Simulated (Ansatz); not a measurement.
# Rhodium, fcc: convergence with Fermi-Dirac smearing

Computed with Ansatz, r²SCAN, scalar-relativistic PAW, on the relaxed cell (a = 3.802 Å; spin not included). Errors count from a run at 500 eV on a Γ-centred 23×23×23 mesh with Fermi-Dirac smearing of 0.1 eV, extrapolated to zero width. Fixed here: cutoff 500 eV, mesh 14×14×14. The SCF starts from atomic densities corrected by a trained network.

```csv
width (eV),E(σ→0) error (meV/atom),F error (meV/atom),P (GPa),SCF iterations
0.03,-0.8,-2.8,-0.34,6
0.1,-0.7,-20.9,0.00,6
0.2,2.0,-85.0,1.33,6
0.3,-1.4,-192.7,3.26,6
0.6,-54.8,-727.9,11.23,6
1.0,-219.6,-1829.0,24.68,6
```

Problem. What does the run at 0.01 give (width)?

Solution. E(σ→0) error (meV/atom): -0.8; F error (meV/atom): -1.0; P (GPa): -0.38; SCF iterations: 6.
